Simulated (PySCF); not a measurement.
Published values to compare with (the computed states carry no symmetry labels, so the two lists aren't matched line by line):

| state | E (eV) | f | kind of transition | source |
| --- | --- | --- | --- | --- |
| 3B1(n→π*) | 3.85 |  | band maximum or as reported | [1] |
| 3B1(n→π*) | 4.09 |  | vertical absorption | [2] |
| 1B1(n→π*, first) | 4.18 |  | band maximum or as reported | [1] |
| 3A2(n→π*) | 4.18 |  | band maximum or as reported | [1] |
| 3A1(π→π*) | 4.42 |  | band maximum or as reported | [1] |
| 1B1(n→π*) | 4.44 | 0.005 | vertical absorption | [2] |
| 1B1(n→π*) | 4.51 |  | vertical absorption | [3] |
| 3A2(n→π*) | 4.66 |  | vertical absorption | [2] |
| 1A2(n→π*, first) | 4.69 |  | band maximum or as reported | [1] |
| 1A2(n→π*) | 4.85 |  | vertical absorption | [2] |
| 3B2(π→π*) | 4.93 |  | band maximum or as reported | [1] |
| 1A2(n→π*) | 4.93 |  | vertical absorption | [3] |
| 3B2(π→π*) | 4.96 |  | vertical absorption | [2] |
| 1B2(π→π*) | 5.18 |  | band maximum or as reported | [1] |
| 1B2(π→π*) | 5.37 |  | vertical absorption | [3] |
| 1B2(π→π*) | 5.38 | 0.028 | vertical absorption | [2] |
| 1A2(n→π*, second) | 5.67 |  | band maximum or as reported | [1] |
| 1A2(n→π*) | 5.92 |  | vertical absorption | [2] |
| 1B1(n→π*, second) | 6.02 |  | band maximum or as reported | [1] |
| 1B1(n→π*) | 6.26 | 0.005 | vertical absorption | [2] |
| 1A1(π→π*) | 6.69 |  | band maximum or as reported | [1] |
| 1B2(n→3s) | 6.70 | 0.005 | vertical absorption | [2] |
| 1A1(π→π*) | 6.88 | 0.036 | vertical absorption | [2] |
| 1A1(π→π*) | 7.06 |  | vertical absorption | [3] |
| 1A1(π→π*) | 7.74 |  | vertical absorption | [3] |
| 1B2(π→π*) | 8.01 |  | vertical absorption | [3] |

[1] measured, gas; Loos, Lipparini, Boggio-Pasqua, Scemama, Jacquemin (2019), arXiv:1912.04173, literature columns
[2] computed, theoretical best estimate (aug-cc-pVTZ, frozen core, CC3 geometry), gas; Veril, Scemama, Caffarel, Lipparini, Boggio-Pasqua, Jacquemin, Loos, WIREs Comput. Mol. Sci. 2021, 11, e1517 (QUESTDB)
[3] computed, CC3/TZVP, gas; arXiv:2401.06101 (2024), CC3 reference column of Thiel's set

Compound: pyrimidine, C4H4N2.
Atom-mapped SMILES: `[cH:1]1[cH:2][n:3][cH:4][n:5][cH:6]1` (hydrogens: H7 on C1; H8 on C2; H9 on C4; H10 on C6)

Method: TDDFT CAM-B3LYP/def2-SVPD, vertical, gas phase, core orbitals frozen in the response (PySCF). Isolated species at its PBE0-D3(BJ)/def2-SVP geometry, gas phase.

Computed singlets: 4.54 eV (f 0.006); 4.88 eV (f 0.000); 5.88 eV (f 0.044); 5.94 eV (f 0.000); 6.21 eV (f 0.006); 6.75 eV (f 0.050); 7.45 eV (f 0.000); 7.72 eV (f 0.435); 7.91 eV (f 0.478); 8.00 eV (f 0.019). Computed triplets (Tamm–Dancoff): 4.01, 4.49, 4.54, 4.79 eV.

Q: How does the lowest computed singlet compare with the best estimate listed for the lowest singlet (vertical absorption)?

A: 4.54 eV against 4.44 eV for 1B1(n→π*) [2]: a difference of +0.10 eV. Geometry and basis of the two calculations needn't be the same.

Q: How does the lowest computed triplet compare with the best estimate listed for the lowest triplet (vertical absorption)?

A: 4.01 eV against 4.09 eV for 3B1(n→π*) [2]: a difference of -0.08 eV. Geometry and basis of the two calculations needn't be the same.

A measured band maximum holds vibronic effects and, in solution, solvent shifts, so it needn't equal the vertical energy.

All these states lie below the vertical ionisation energy of 9.88 eV (ΔSCF).

Hardware: an Arm Neoverse V1 with one thread, shared host. Cost: 73 s of wall time (grids of density and orbitals included).
